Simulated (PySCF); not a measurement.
Spin states of LiO

Unrestricted PBE0; basis Li def2-SVP, O def2-SVP; no relativity; PySCF 2.14. Outer shells of the fragments: Li 2s1; O 2s2 2p4.

Followed along the bond (rough minima from three points):

```csv
2Ms+1,unpaired,⟨S²⟩ at the start,R at minimum (Å),Te (eV)
2,π ↑,0.76,1.66,0.00
2,σ ↑,0.75,1.56,0.25
4,"σ ↑, π ↑↑",3.75,none in the scan,≤ 3.24
```

Solutions found at the starting distance of 1.885 Å, counted from the lowest of them; the search is not exhaustive and high or unbound solutions are not listed, so other states can lie among these:

| 2Ms+1 | unpaired | term | E (eV) | ⟨S²⟩ | ⟨Lz²⟩ | μ (D) |
| --- | --- | --- | --- | --- | --- | --- |
| 2 | π ↑ | ²Π | 0.00 | 0.76 | 1.01 | -6.61 |
| 2 | σ ↑ | ²Σ⁺ | 0.54 | 0.75 | 0.00 | -6.33 |
| 4 | σ ↑, π ↑↑ | ⁴Σ⁻ | 3.10 | 3.75 | 0.00 | 2.82 |
| 2 | σ ↓, π ↑↑ | mixed | 3.15 | 1.75 | 0.00 | 3.10 |
| 4 | σ ↑↑, π ↑ | ⁴Π | 3.57 | 3.75 | 1.00 | 3.00 |
| 2 | σ ↑, π ↑↓ | mixed | 3.91 | 1.75 | 2.00 | 2.95 |

A term symbol is given only where ⟨S²⟩ and ⟨Lz²⟩ are close to those of a pure state; real π, δ and φ orbitals otherwise mix terms. A positive dipole means Li(−)O(+).

Task: Compare the gap between the two lowest followed solutions at the starting distance with the gap between their minima.

Result: At PBE0 the second solution (doublet, unpaired electrons σ ↑) lies +0.54 eV from the first (doublet, unpaired electrons π ↑) at 1.885 Å and +0.25 eV at the minima; the two curves relax by different amounts, since their minima lie near 1.56 and 1.66 Å.

Counting both spins, an empty level lies below a filled one in some of these solutions, because spin and occupation are held.
